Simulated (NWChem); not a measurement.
Program: NWChem. System: H$_{2}$N, charge 1, spin multiplicity 3, at the geometry of a parent with another charge or spin, in a state set for the comparison that need not be this species' ground state. Its SCF solution wasn't tested for a lower state. Level: UHF/def2-TZVP.

Job file:

```
start mol
memory heap 200 mb stack 900 mb global 1100 mb
charge 1
geometry units angstroms nocenter noautoz
  N      0.000000     0.000000     0.149397
  H      0.802672     0.000000    -0.522888
  H     -0.802672     0.000000    -0.522888
  symmetry group C2v
end
basis spherical
  * library def2-tzvp
end
scf
  uhf
  nopen 2
  maxiter 100
  thresh 1e-7
  semidirect memsize 60000000 filesize 0
  # guess.movecs holds the orbitals of an unrestricted PBE0 run
  vectors input guess.movecs output mol.movecs
end
task scf energy
```

Output (cleaned and shortened):

```
             Northwest Computational Chemistry Package (NWChem) 7.3.0
             --------------------------------------------------------

                                NWChem Input Module
                                -------------------

 Scaling coordinates for geometry "geometry" by  1.889725989
 (inverse scale =  0.529177249)

 Turning off AUTOSYM since
 SYMMETRY directive was detected!

                             Geometry "geometry" -> ""
                             -------------------------

 Output coordinates in angstroms (scale by  1.889725989 to convert to a.u.)

  No.       Tag          Charge          X              Y              Z
 ---- ---------------- ---------- -------------- -------------- --------------
    1 N                    7.0000     0.00000000     0.00000000     0.14939700
    2 H                    1.0000     0.80267200     0.00000000    -0.52288800
    3 H                    1.0000    -0.80267200     0.00000000    -0.52288800

 Effective nuclear repulsion energy (a.u.)       7.4054177681

            Nuclear Dipole moment (a.u.)
            ----------------------------
        X                 Y               Z
 ---------------- ---------------- ----------------
     0.0000000000     0.0000000000     0.0000056692

      Symmetry information
      --------------------

 Group name             C2v
 Group number             16
 Group order               4
 No. of unique centers     2

      Symmetry unique atoms

     1    2


 Summary of "ao basis" -> "" (spherical)
 ------------------------------------------------------------------------------
       Tag                 Description            Shells   Functions and Types
 ---------------- ------------------------------  ------  ---------------------
 *                         def2-tzvp                  on all atoms

 Summary of "ao basis" -> "ao basis" (spherical)
 ------------------------------------------------------------------------------
       Tag                 Description            Shells   Functions and Types
 ---------------- ------------------------------  ------  ---------------------
 N                         def2-tzvp                11       31   5s3p2d1f
 H                         def2-tzvp                 4        6   3s1p

                                 NWChem SCF Module
                                 -----------------

  ao basis        = "ao basis"
  functions       =    43
  atoms           =     3
  alpha electrons =     5
  beta  electrons =     3
  charge          =   1.00
  wavefunction    = UHF
  use symmetry    = T
  symmetry adapt  = T

 Summary of "ao basis" -> "ao basis" (spherical)
 ------------------------------------------------------------------------------
       Tag                 Description            Shells   Functions and Types
 ---------------- ------------------------------  ------  ---------------------
 N                         def2-tzvp                11       31   5s3p2d1f
 H                         def2-tzvp                 4        6   3s1p

      Symmetry analysis of basis
      --------------------------

        a1         19
        a2          4
        b1         12
        b2          8

 Forming initial guess at       0.0s

   Symmetry analysis of molecular orbitals - initial alpha
   -------------------------------------------------------

  Numbering of irreducible representations:

     1 a1          2 a2          3 b1          4 b2

  Orbital symmetries:

     1 a1          2 a1          3 b1          4 a1          5 b2
[...]
     5      1.363232  1 N  s                 34     -1.173427  2 H  s
    40     -1.173427  3 H  s                 14     -0.481220  1 N  pz
     3      0.199640  1 N  s

 Vector    7  Occ=0.000000D+00  E=-6.971110D-02  Symmetry=b1
              MO Center= -1.2D-15, -2.7D-32, -7.8D-01, r^2= 3.7D+00
   Bfn.  Coefficient  Atom+Function         Bfn.  Coefficient  Atom+Function
  ----- ------------  ---------------      ----- ------------  ---------------
    34      1.629101  2 H  s                 40     -1.629101  3 H  s
    12     -0.810777  1 N  px                 6     -0.244149  1 N  px
     9     -0.168098  1 N  px

 Vector    8  Occ=0.000000D+00  E= 1.254203D-01  Symmetry=a1
              MO Center= -1.5D-15,  1.7D-14,  8.4D-01, r^2= 2.6D+00
   Bfn.  Coefficient  Atom+Function         Bfn.  Coefficient  Atom+Function
  ----- ------------  ---------------      ----- ------------  ---------------
     5      1.361705  1 N  s                  4     -1.178577  1 N  s
    14      1.051710  1 N  pz                11     -0.454699  1 N  pz
    34     -0.257086  2 H  s                 40     -0.257086  3 H  s
    33      0.230409  2 H  s                 39      0.230409  3 H  s
     8     -0.198031  1 N  pz

                     UHF Final Beta Molecular Orbital Analysis
                     -----------------------------------------

 Vector    2  Occ=1.000000D+00  E=-1.391894D+00  Symmetry=a1
              MO Center= -5.2D-15,  2.9D-17, -1.7D-01, r^2= 6.2D-01
   Bfn.  Coefficient  Atom+Function         Bfn.  Coefficient  Atom+Function
  ----- ------------  ---------------      ----- ------------  ---------------
     4      0.427160  1 N  s                  3      0.307170  1 N  s
     2     -0.208114  1 N  s

 Vector    3  Occ=1.000000D+00  E=-1.003626D+00  Symmetry=b1
              MO Center= -1.0D-15, -1.4D-31, -1.2D-01, r^2= 8.8D-01
   Bfn.  Coefficient  Atom+Function         Bfn.  Coefficient  Atom+Function
  ----- ------------  ---------------      ----- ------------  ---------------
     6      0.355270  1 N  px                 9      0.317600  1 N  px
    33      0.205263  2 H  s                 39     -0.205263  3 H  s

 Vector    4  Occ=0.000000D+00  E=-3.262670D-01  Symmetry=a1
              MO Center=  3.8D-18, -2.4D-33,  2.9D-01, r^2= 1.2D+00
   Bfn.  Coefficient  Atom+Function         Bfn.  Coefficient  Atom+Function
  ----- ------------  ---------------      ----- ------------  ---------------
     5      0.442964  1 N  s                 14      0.326953  1 N  pz
     8      0.277493  1 N  pz                11      0.238639  1 N  pz
     4      0.214070  1 N  s                  3      0.157896  1 N  s

 Vector    5  Occ=0.000000D+00  E=-2.434223D-01  Symmetry=b2
              MO Center= -1.0D-15,  4.7D-15,  1.0D-01, r^2= 1.3D+00
   Bfn.  Coefficient  Atom+Function         Bfn.  Coefficient  Atom+Function
  ----- ------------  ---------------      ----- ------------  ---------------
    13      0.557528  1 N  py                 7      0.338634  1 N  py
    10      0.295373  1 N  py

 Vector    6  Occ=0.000000D+00  E=-1.099318D-01  Symmetry=a1
              MO Center= -9.0D-16, -6.4D-16, -6.9D-01, r^2= 4.0D+00
   Bfn.  Coefficient  Atom+Function         Bfn.  Coefficient  Atom+Function
  ----- ------------  ---------------      ----- ------------  ---------------
     5      1.450694  1 N  s                 34     -1.247268  2 H  s
    40     -1.247268  3 H  s                 14     -0.612210  1 N  pz
     3      0.173837  1 N  s                  8     -0.154351  1 N  pz

 center of mass
 --------------
 x =   0.00000000 y =   0.00000000 z =   0.12245948

 moments of inertia (a.u.)
 ------------------
           2.843905013553           0.000000000000           0.000000000000
           0.000000000000           7.481459460854           0.000000000000
           0.000000000000           0.000000000000           4.637554447301

  Mulliken analysis of the total density
  --------------------------------------

    Atom       Charge   Shell Charges
 -----------   ------   -------------------------------------------------------
    1 N    7     6.82   0.82  1.16  0.57  0.88  0.14  1.37  1.50  0.35  0.00  0.02  0.00
    2 H    1     0.59   0.22  0.33  0.01  0.03
    3 H    1     0.59   0.22  0.33  0.01  0.03

  Mulliken analysis of the alpha density
  --------------------------------------

    Atom       Charge   Shell Charges
 -----------   ------   -------------------------------------------------------
    1 N    7     4.44   0.41  0.58  0.34  0.50  0.07  1.09  1.18  0.27  0.00  0.01  0.00
    2 H    1     0.28   0.11  0.15  0.00  0.02
    3 H    1     0.28   0.11  0.15  0.00  0.02

   Mulliken analysis of the beta density
   -------------------------------------

    Atom       Charge   Shell Charges
 -----------   ------   -------------------------------------------------------
    1 N    7     2.37   0.41  0.58  0.23  0.38  0.07  0.28  0.33  0.08  0.00  0.01  0.00
    2 H    1     0.31   0.11  0.18  0.01  0.01
    3 H    1     0.31   0.11  0.18  0.01  0.01

   Mulliken analysis of the spin density
   -------------------------------------

    Atom       Charge   Shell Charges
 -----------   ------   -------------------------------------------------------
    1 N    7     2.07   0.00 -0.01  0.12  0.13 -0.01  0.81  0.85  0.18 -0.00 -0.01 -0.00
    2 H    1    -0.04  -0.01 -0.03 -0.00  0.01
    3 H    1    -0.04  -0.01 -0.03 -0.00  0.01

       Multipole analysis of the density wrt the origin
       ------------------------------------------------

     L   x y z        total         alpha         beta         nuclear
     -   - - -        -----         -----         ----         -------
     0   0 0 0      1.000000     -5.000000     -3.000000      9.000000

     1   1 0 0      0.000000     -0.000000      0.000000      0.000000
     1   0 1 0     -0.000000     -0.000000     -0.000000      0.000000
     1   0 0 1     -0.540842     -0.793729      0.252882      0.000006

     2   2 0 0     -2.114248     -3.656020     -3.059775      4.601547
     2   1 1 0      0.000000      0.000000     -0.000000      0.000000
     2   1 0 1      0.000000      0.000000      0.000000      0.000000
     2   0 2 0     -3.888837     -2.834694     -1.054143      0.000000
     2   0 1 1      0.000000     -0.000000      0.000000      0.000000
     2   0 0 2     -2.554201     -3.532576     -1.532297      2.510672

 Task  times  cpu:        0.2s     wall:        0.2s

 Total times  cpu:        0.3s     wall:        0.3s
```
